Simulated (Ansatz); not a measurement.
# How well does each level of theory give the band gap of fluorite SrCl2?

Reference value: 7.5 eV (measured, temperature not stated, not corrected to a static lattice; as tabulated in Aguado et al. (1999), arXiv:cond-mat/9901145).

```tsv
level (code)	value (eV)	cell (Å³/atom)
RPBE (Ansatz)	5.68	28.27
PBE-D3(BJ) (Ansatz)	(withheld)	28.07
r²SCAN+SOC (Ansatz)	5.97	28.27
HISS (Ansatz)	7.28	28.27
```

Question: Some entries are withheld; supply them.

Answer: 
- PBE-D3(BJ) (Ansatz, a program for electronic structure), value (eV): 5.38

Differences against the reference: RPBE -1.82 eV, PBE-D3(BJ) -2.12 eV, r²SCAN+SOC -1.53 eV, HISS -0.22 eV.

Closest of these to the reference: HISS (-0.22 eV). PBE-D3(BJ) (-2.12 eV) misses by most. Of these only HISS lands within 1 eV.

Semilocal Kohn–Sham gaps run low as a rule, and all computed values are for a static lattice, while measured ones hold electron–phonon shifts unless said otherwise. Levels without +SOC have no spin–orbit coupling; where heavier elements are present it shifts gaps, mostly down, and can invert bands.  PBE-D3(BJ): the gap is read on the k mesh or supercell of the run alone and can be too large. Values are at the measured cell; PBE-D3(BJ) at the level's own equilibrium cell. Cutoffs and k meshes differ between the levels. Ansatz's density-functional and Hartree–Fock values are scalar-relativistic unless marked +SOC, with PAW data made under PBE.

Differences are worked out from the printed values.
